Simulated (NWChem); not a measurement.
System: SiH$_{3}$ cation

```xyz
4

Si     0.0000     0.0000     0.0000
H      1.1933    -0.8948     0.0000
H     -1.3716    -0.5861     0.0000
H      0.1782     1.4809     0.0000
```
Atoms are numbered in this order, from 1.

Results from NWChem. Structure relaxed at the PBE-D3(BJ)/def2-SVP level. Core excitations by TDA in a window of 1s orbitals, non-relativistic and unshifted: absolute energies depend strongly on the exact-exchange share.

### Question
What does the run give for Si K edge, B3LYP/cc-pVTZ? Quantities: first 1s excitation (eV); dipole oscillator strength of the first; first state with f > 0.002 (eV); dipole oscillator strength of that state.

### Answer
* **first 1s excitation (eV)**: 1796.0
* **dipole oscillator strength of the first**: 0.0081
* **first state with f > 0.002 (eV)**: 1796.0
* **dipole oscillator strength of that state**: 0.0081
